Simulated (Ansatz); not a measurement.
# BH6NO: the cost of one run

Program: Ansatz 0.2.0. Level of theory: RKS B3LYP/6-31G*. These are calculated values, not measurements.

### Step 1. The starting structure

Bond lengths: B1–H3 1.190 Å, B1–O4 1.410 Å, O4–H5 1.010 Å, B1–N6 1.850 Å, N6–H7 1.060 Å, N6–H8 1.060 Å. Angles: H3–B1–O4 120.0°, H3–B1–N6 105.4°, O4–B1–N6 92.8°, B1–O4–H5 109.5°, B1–N6–H7 120.0°, B1–N6–H8 120.0°, H7–N6–H8 120.0°.

Coordinates:

```xyz
9

B     0.0000    0.0000    0.0000
H     0.0000    0.0000    1.5400
H     1.0305    0.0000   -0.5950
O    -1.2211    0.0000   -0.7050
H    -1.7308   -0.8467   -0.4965
N    -0.2314    1.7403    0.5833
H    -1.1621    2.2275    0.4417
H     0.5667    2.2503    1.0593
H    -0.1183    0.8900    1.5631
```

### Step 2. A restrained relaxation towards end A

Springs on the bonds that form and break draw the guess towards this end; the thresholds are loose.

The input, input.yaml:

```yaml
crystal:
  periodic: [false, false, false]
  atoms:
    - { symbol: B, position_ang: [0.0, 0.0, 0.0] }
    - { symbol: H, position_ang: [0.0, 0.0, 1.54] }
    - { symbol: H, position_ang: [1.0305, 0.0, -0.595] }
    - { symbol: O, position_ang: [-1.2211, 0.0, -0.705] }
    - { symbol: H, position_ang: [-1.7308, -0.8467, -0.4965] }
    - { symbol: "N", position_ang: [-0.2314, 1.7403, 0.5833] }
    - { symbol: H, position_ang: [-1.1621, 2.2275, 0.4417] }
    - { symbol: H, position_ang: [0.5667, 2.2503, 1.0593] }
    - { symbol: H, position_ang: [-0.1183, 0.89, 1.5631] }
basis:
  gaussian: { orbitals: "6-31G*" }
hamiltonian:
  xc: b3lyp
relax:
  f_tol: 0.15
  max_steps: 25
  restrain:
    - { distance: [0, 5], at: 2.75, k: 30.0 }
    - { distance: [8, 1], at: 1.86, k: 30.0 }
    - { distance: [0, 1], at: 1.19, k: 30.0 }
    - { distance: [8, 5], at: 1.06, k: 30.0 }
```

The run is started by

```sh
$ ansatz run input.yaml --threads 1 --pin off --max-ram 2048MiB --backend cpu --events-out ev --progress --plain --runs-dir out
```

What time and memory should one allow on 1 thread of Arm Neoverse V1, shared host?

About 19 s, with a peak of 0.12 GiB.
